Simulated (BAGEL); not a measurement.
**C2H5F (SMILES CCF): levels of theory compared**

Wanted: a comparison of 3 runs (HF/STO-3G, HF/3-21G, HF/6-31G*) of C2H5F. 

The results are computed with BAGEL 1.2.2.

## Step 1: The system as given

C2H5F: 8 atoms, total charge 0, spin state singlet. As SMILES, `CCF`. The C1–H5 distance was set to 1.637 Å, away from the relaxed value. At this shape a bond of the SMILES string is far longer than usual.

Bond lengths: C1–C2 1.504 Å, C2–F3 1.386 Å, C1–H4 1.093 Å, C1–H6 1.091 Å, C2–H7 1.094 Å, C2–H8 1.094 Å. Angles: C1–C2–F3 110.1°, C1–C2–H7 111.6°, C1–C2–H8 111.6°, F3–C2–H7 107.4°, F3–C2–H8 107.4°, C2–C1–H4 109.9°, C2–C1–H6 110.8°, H7–C2–H8 108.6°, H4–C1–H6 108.4°. A long bond or contact: C1–H5 1.637 Å.

## Step 2: A single-point energy at HF/STO-3G (density fitting with qzvpp-jkfit) (run 1)

job.json

```json
{ "bagel" : [

{
  "title" : "molecule",
  "basis" : "sto-3g",
  "df_basis" : "qzvpp-jkfit",
  "angstrom" : true,
  "geometry" : [
    { "atom" : "C", "xyz" : [   -0.656833,    0.351117,    0.183265 ] },
    { "atom" : "C", "xyz" : [    0.153267,   -0.814883,    0.678365 ] },
    { "atom" : "F", "xyz" : [    1.438167,   -0.402183,    0.994365 ] },
    { "atom" : "H", "xyz" : [   -1.669033,    0.021617,   -0.064735 ] },
    { "atom" : "H", "xyz" : [    0.018600,    0.998500,   -1.160400 ] },
    { "atom" : "H", "xyz" : [   -0.725433,    1.127217,    0.947665 ] },
    { "atom" : "H", "xyz" : [    0.238867,   -1.597283,   -0.081935 ] },
    { "atom" : "H", "xyz" : [   -0.281433,   -1.251783,    1.582665 ] }
  ]
},
{ "title" : "hf" },
{ "title" : "print", "file" : "orbitals.molden", "orbitals" : true }

]}
```

Launch:

```bash
$ BAGEL_NUM_THREADS=1 BAGEL job.json > job.out
```

The log of the run:

```text
* using 1 threads per process

  ===============================================================
  ===============================================================

  *** Geometry ***

  { "atom" : "C", "xyz" : [     -1.241234,      0.663515,      0.346321 ] },
  { "atom" : "C", "xyz" : [      0.289633,     -1.539906,      1.281924 ] },
  { "atom" : "F", "xyz" : [      2.717742,     -0.760016,      1.879078 ] },
  { "atom" : "H", "xyz" : [     -3.154015,      0.040850,     -0.122331 ] },
  { "atom" : "H", "xyz" : [      0.035149,      1.886892,     -2.192838 ] },
  { "atom" : "H", "xyz" : [     -1.370870,      2.130131,      1.790827 ] },
  { "atom" : "H", "xyz" : [      0.451393,     -3.018427,     -0.154835 ] },
  { "atom" : "H", "xyz" : [     -0.531831,     -2.365527,      2.990803 ] },

  Number of auxiliary basis functions:      317

  Since a DF basis is specified, we compute 2- and 3-index integrals:
    o Being stored without compression. Storage requirement is 0.001 GB

  Number of basis functions:       20
  Number of electrons      :       26

    * METHOD: MOLECULE                             0.07

  *** RHF ***

  === Nuclear Repulsion ===
    77.8494679285

      * DIIS with orbital gradients will be used.

  === RHF iteration (sto-3g) ===
      0       -175.54819203          0.02399748           0.00
      1       -175.62145113          0.00643727           0.00
      2       -175.62674252          0.00152795           0.00
      3       -175.62719612          0.00029123           0.00
      4       -175.62721132          0.00006181           0.00
      5       -175.62721214          0.00000886           0.00
      6       -175.62721215          0.00000115           0.00
      7       -175.62721215          0.00000034           0.00
      8       -175.62721215          0.00000008           0.00
      9       -175.62721215          0.00000003           0.00
     10       -175.62721215          0.00000001           0.00
    * SCF iteration converged.

    * Permanent dipole moment:
           (    0.489080,     0.149049,     0.035004) a.u.

    * METHOD: HF                                   0.08

    * METHOD: PRINT                                0.00

  ===============================================================
```

It took 0.28 s on 1 thread of Arm Neoverse V1, shared host.

## Step 3: The energy at HF/3-21G (density fitting with qzvpp-jkfit) (run 2)

input.json

```json
{ "bagel" : [

{
  "title" : "molecule",
  "basis" : "3-21g",
  "df_basis" : "qzvpp-jkfit",
  "angstrom" : true,
  "geometry" : [
    { "atom" : "C", "xyz" : [   -0.656833,    0.351117,    0.183265 ] },
    { "atom" : "C", "xyz" : [    0.153267,   -0.814883,    0.678365 ] },
    { "atom" : "F", "xyz" : [    1.438167,   -0.402183,    0.994365 ] },
    { "atom" : "H", "xyz" : [   -1.669033,    0.021617,   -0.064735 ] },
    { "atom" : "H", "xyz" : [    0.018600,    0.998500,   -1.160400 ] },
    { "atom" : "H", "xyz" : [   -0.725433,    1.127217,    0.947665 ] },
    { "atom" : "H", "xyz" : [    0.238867,   -1.597283,   -0.081935 ] },
    { "atom" : "H", "xyz" : [   -0.281433,   -1.251783,    1.582665 ] }
  ]
},
{
  "title" : "hf"
},
{
  "title" : "print",
  "file" : "orbitals.molden",
  "orbitals" : true
}

]}
```

Launch:

```bash
$ BAGEL_NUM_THREADS=1 BAGEL input.json > input.out
```

The log of the run:

```text
* using 1 threads per process

  ===============================================================
  ===============================================================

  *** Geometry ***

  { "atom" : "C", "xyz" : [     -1.241234,      0.663515,      0.346321 ] },
  { "atom" : "C", "xyz" : [      0.289633,     -1.539906,      1.281924 ] },
  { "atom" : "F", "xyz" : [      2.717742,     -0.760016,      1.879078 ] },
  { "atom" : "H", "xyz" : [     -3.154015,      0.040850,     -0.122331 ] },
  { "atom" : "H", "xyz" : [      0.035149,      1.886892,     -2.192838 ] },
  { "atom" : "H", "xyz" : [     -1.370870,      2.130131,      1.790827 ] },
  { "atom" : "H", "xyz" : [      0.451393,     -3.018427,     -0.154835 ] },
  { "atom" : "H", "xyz" : [     -0.531831,     -2.365527,      2.990803 ] },

  Number of auxiliary basis functions:      317

  Since a DF basis is specified, we compute 2- and 3-index integrals:
    o Being stored without compression. Storage requirement is 0.003 GB

  Number of basis functions:       37
  Number of electrons      :       26

    * METHOD: MOLECULE                             0.07

  *** RHF ***

  === Nuclear Repulsion ===
    77.8494679285

      * DIIS with orbital gradients will be used.

  === RHF iteration (3-21g) ===
      0       -176.94139843          0.02649302           0.01
      1       -177.00650375          0.01275753           0.01
      2       -177.02144255          0.00229395           0.01
      3       -177.02225249          0.00047410           0.01
      4       -177.02229138          0.00017134           0.01
      5       -177.02229742          0.00002823           0.01
      6       -177.02229761          0.00000824           0.01
      7       -177.02229762          0.00000209           0.01
      8       -177.02229763          0.00000027           0.01
      9       -177.02229763          0.00000009           0.01
     10       -177.02229763          0.00000003           0.01
     11       -177.02229763          0.00000001           0.01
    * SCF iteration converged.

    * Permanent dipole moment:
           (    0.893406,     0.305402,     0.024384) a.u.

    * METHOD: HF                                   0.15

    * METHOD: PRINT                                0.00

  ===============================================================
```

Run time: 0.34 s. Hardware: 1 thread of Arm Neoverse V1, shared host.

## Step 4: The energy at HF/6-31G(d) (density fitting with qzvpp-jkfit, spherical functions) (run 3)

calc.json

```json
{ "bagel" : [

{
  "title" : "molecule",
  "basis" : "6-31gs.json",
  "df_basis" : "qzvpp-jkfit",
  "angstrom" : true,
  "geometry" : [
    { "atom" : "C", "xyz" : [      -0.656833,       0.351117,       0.183265 ] },
    { "atom" : "C", "xyz" : [       0.153267,      -0.814883,       0.678365 ] },
    { "atom" : "F", "xyz" : [       1.438167,      -0.402183,       0.994365 ] },
    { "atom" : "H", "xyz" : [      -1.669033,       0.021617,      -0.064735 ] },
    { "atom" : "H", "xyz" : [       0.018600,       0.998500,      -1.160400 ] },
    { "atom" : "H", "xyz" : [      -0.725433,       1.127217,       0.947665 ] },
    { "atom" : "H", "xyz" : [       0.238867,      -1.597283,      -0.081935 ] },
    { "atom" : "H", "xyz" : [      -0.281433,      -1.251783,       1.582665 ] }
  ]
},

{
  "title" : "hf"
},

{
  "title" : "print",
  "file" : "orbitals.molden",
  "orbitals" : true
}

]}
```

The basis set 6-31G* is read from a file made from the Basis Set Exchange's data (not shown).

Launch:

```bash
$ BAGEL_NUM_THREADS=1 BAGEL calc.json > calc.out
```

The log of the run:

```text
* using 1 threads per process

  ===============================================================
  ===============================================================

  *** Geometry ***

  { "atom" : "C", "xyz" : [     -1.241234,      0.663515,      0.346321 ] },
  { "atom" : "C", "xyz" : [      0.289633,     -1.539906,      1.281924 ] },
  { "atom" : "F", "xyz" : [      2.717742,     -0.760016,      1.879078 ] },
  { "atom" : "H", "xyz" : [     -3.154015,      0.040850,     -0.122331 ] },
  { "atom" : "H", "xyz" : [      0.035149,      1.886892,     -2.192838 ] },
  { "atom" : "H", "xyz" : [     -1.370870,      2.130131,      1.790827 ] },
  { "atom" : "H", "xyz" : [      0.451393,     -3.018427,     -0.154835 ] },
  { "atom" : "H", "xyz" : [     -0.531831,     -2.365527,      2.990803 ] },

  Number of auxiliary basis functions:      317

  Since a DF basis is specified, we compute 2- and 3-index integrals:
    o Being stored without compression. Storage requirement is 0.007 GB

  Number of basis functions:       52
  Number of electrons      :       26

    * METHOD: MOLECULE                             0.08

  *** RHF ***

  === Nuclear Repulsion ===
    77.8494679285

      * DIIS with orbital gradients will be used.

  === RHF iteration (6-31gs.json) ===
      0       -177.87131159          0.02263593           0.01
      1       -177.96117300          0.01168669           0.01
      2       -177.98793088          0.00234579           0.01
      3       -177.98932469          0.00055356           0.01
      4       -177.98939945          0.00013701           0.01
      5       -177.98940734          0.00003021           0.01
      6       -177.98940780          0.00000998           0.01
      7       -177.98940784          0.00000264           0.01
      8       -177.98940784          0.00000051           0.01
      9       -177.98940784          0.00000022           0.01
     10       -177.98940784          0.00000007           0.01
     11       -177.98940784          0.00000002           0.01
     12       -177.98940784          0.00000001           0.01
    * SCF iteration converged.

    * Permanent dipole moment:
           (    0.846323,     0.313081,    -0.035965) a.u.

    * METHOD: HF                                   0.22

    * METHOD: PRINT                                0.01

  ===============================================================
```

Run time: 0.44 s. Hardware: 1 thread of Arm Neoverse V1, shared host.

## Step 5: Overview of the runs

| run | level | energy (Eh) | dipole moment (D) | HOMO energy (eV) | LUMO energy (eV) | wall time |
| --- | --- | --- | --- | --- | --- | --- |
| 1 | HF/STO-3G (density fitting with qzvpp-jkfit) | -175.627212 | 1.30 | -9.86 | 8.68 | 0.28 s |
| 2 | HF/3-21G (density fitting with qzvpp-jkfit) | -177.022298 | 2.40 | -11.54 | 4.39 | 0.34 s |
| 3 | HF/6-31G* (density fitting with qzvpp-jkfit, spherical functions) | -177.989408 | 2.30 | -11.58 | 4.10 | 0.44 s |

## Step 6: Summary of results

| quantity | value |
| --- | --- |
| run 3: total energy | -177.98941 Eh |
| run 3: dipole moment | 2.30 D |
| run 3: HOMO energy | -11.58 eV |
| run 3: LUMO energy | 4.10 eV |
| run 3: HOMO–LUMO gap | 15.68 eV |

In words: The dipole moment (its size) runs from 1.30 D (HF/STO-3G) to 2.40 D (HF/3-21G). The HOMO–LUMO gap runs from 15.68 eV (HF/6-31G*) to 18.54 eV (HF/STO-3G). In run 1 the basis is minimal, so the values are rough. All runs together took 1.1 s, the longest 0.44 s.
